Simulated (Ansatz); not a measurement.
# C6H10: ionisation energy by level of theory

Aim: the vertical ionisation energy of C6H10, as cation minus neutral at the neutral's geometry, on several levels, and how well −ε(HOMO) stands in for it.

Method: unrestricted cation, the program's frozen cores in correlated methods; program: Ansatz 0.2.0, Gaussian basis.

The runs, in order: UKS PBE-D4/def2-TZVPP; UKS r2SCAN-D4/def2-TZVPP; UKS PBE0-D4/def2-TZVPP; UKS B3LYP-D4/def2-TZVPP; UKS wB97X-V/def2-TZVPP; UKS wB97M-V/def2-TZVPP; UKS B2PLYP/def2-TZVPP; UHF-CCSD(T)/def2-TZVPP; UHF-MP2/def2-QZVPP; extrapolation to the limit; then −ε(HOMO) from the neutral's earlier runs with LDA (SPW92), PBE-D4, revPBE-D4, BLYP-D4, r2SCAN-D4, B97M-V, PBE0-D4, B3LYP-D4, r2SCANh-D4, r2SCAN0-D4, HSE06-D4, BHLYP-D4, CAM-B3LYP-D4, LC-ωPBE, ωB97X-V, ωB97M-V.

### 1 The geometry

The geometry comes from an earlier relaxation with PBE0-D4 in a triple-zeta def2 set; it is a stationary point, not always the lowest conformer.

SMILES `CC1C=CCC1`, 16 atoms, charge 0, spin multiplicity 1.

Atoms are counted from 1 here; the program's logs count them from 0.

Bond lengths: C1–C2 1.526 Å, C1–H7 1.093 Å, C1–H8 1.094 Å, C1–H9 1.093 Å, C2–C3 1.505 Å, C2–C6 1.542 Å, C2–H10 1.096 Å, C3–C4 1.328 Å, C3–H11 1.085 Å, C4–C5 1.500 Å, C4–H12 1.084 Å, C5–C6 1.538 Å, C5–H13 1.094 Å, C5–H14 1.097 Å, C6–H15 1.093 Å, C6–H16 1.092 Å. Angles: C2–C1–H7 111.3°, C2–C1–H8 110.6°, C2–C1–H9 111.0°, H7–C1–H8 107.7°, H7–C1–H9 107.9°, H8–C1–H9 108.2°, C1–C2–C3 111.4°, C1–C2–C6 113.3°, C1–C2–H10 108.1°, C3–C2–C6 102.2°, C3–C2–H10 111.2°, C6–C2–H10 110.6°, C2–C3–C4 112.3°, C2–C3–H11 122.5°, C4–C3–H11 125.0°, C3–C4–C5 111.9°, C3–C4–H12 125.0°, C5–C4–H12 123.1° and more.

Coordinates:

```xyz
16

C    -0.5899   -0.4721    1.7055
C     0.3944    0.2271    0.7717
C     1.1215   -0.7614   -0.0991
C     0.7049   -0.7253   -1.3591
C    -0.3529    0.3177   -1.5694
C    -0.2908    1.1358   -0.2691
H    -0.0790   -1.1811    2.3622
H    -1.3358   -1.0296    1.1320
H    -1.1144    0.2512    2.3355
H     1.0952    0.8041    1.3855
H     1.8521   -1.4595    0.2951
H     1.0470   -1.3877   -2.1464
H    -0.1735    0.9328   -2.4558
H    -1.3320   -0.1548   -1.7190
H     0.3253    2.0230   -0.4344
H    -1.2721    1.4800    0.0648
```

### 2 Cation, UKS PBE-D4/def2-TZVPP

in.yaml reads:

```yaml
crystal:
  periodic: [false, false, false]
  atoms:
    - {symbol: C, position_ang: [-0.589950, -0.472147, 1.705495]}
    - {symbol: C, position_ang: [0.394386, 0.227104, 0.771706]}
    - {symbol: C, position_ang: [1.121465, -0.761418, -0.099062]}
    - {symbol: C, position_ang: [0.704943, -0.725323, -1.359138]}
    - {symbol: C, position_ang: [-0.352925, 0.317702, -1.569386]}
    - {symbol: C, position_ang: [-0.290756, 1.135826, -0.269071]}
    - {symbol: H, position_ang: [-0.079034, -1.181110, 2.362214]}
    - {symbol: H, position_ang: [-1.335778, -1.029625, 1.131972]}
    - {symbol: H, position_ang: [-1.114396, 0.251221, 2.335468]}
    - {symbol: H, position_ang: [1.095203, 0.804078, 1.385462]}
    - {symbol: H, position_ang: [1.852058, -1.459532, 0.295128]}
    - {symbol: H, position_ang: [1.047010, -1.387678, -2.146386]}
    - {symbol: H, position_ang: [-0.173520, 0.932773, -2.455821]}
    - {symbol: H, position_ang: [-1.331961, -0.154784, -1.719001]}
    - {symbol: H, position_ang: [0.325336, 2.022964, -0.434427]}
    - {symbol: H, position_ang: [-1.272092, 1.479970, 0.064849]}
basis:
  gaussian: {orbitals: def2-TZVPP}
total_charge: 1
magnetization: {spin_polarized: true, initial_magnetization: 1}
hamiltonian: {xc: pbe, dispersion: d4}
```

Launch:

```bash
$ ansatz run in.yaml --threads 2 --pin off --events-out ev --progress --plain --max-ram 22528MiB --backend cuda --devices 0, --max-vram 18GiB
```

Further steps of the session: Cation, UKS r2SCAN-D4/def2-TZVPP; Cation, UKS PBE0-D4/def2-TZVPP; Cation, UKS B3LYP-D4/def2-TZVPP; Cation, UKS wB97X-V/def2-TZVPP; Cation, UKS wB97M-V/def2-TZVPP; Cation, UKS B2PLYP (frozen core)/def2-TZVPP; Cation, UHF-CCSD(T)/def2-TZVPP; Cation, UHF-MP2/def2-QZVPP.

Before running them: what should the planned runs give, taken together? Wanted: ionisation energy, CCSD(T)/CBS; nearest functional by difference; nearest −ε(HOMO); −ε(HOMO) of PBE; T1 of the cation.

**Answer**, as computed:

| quantity | value |
| --- | --- |
| ionisation energy, CCSD(T)/CBS | 9.32 eV |
| nearest functional by difference | B2PLYP (-0.30 eV) |
| nearest −ε(HOMO) | ωB97X-V (-0.15 eV) |
| −ε(HOMO) of PBE | 5.75 eV |
| T1 of the cation | 0.023 |

By cation minus neutral, the functionals miss by 0.56 eV at most. −ε(HOMO) of PBE misses by 3.6 eV, since self-interaction lifts the level. Among orbital estimates ωB97X-V comes nearest. Hartree-Fock falls 1.55 eV short, as the neutral has more correlation energy than the cation.
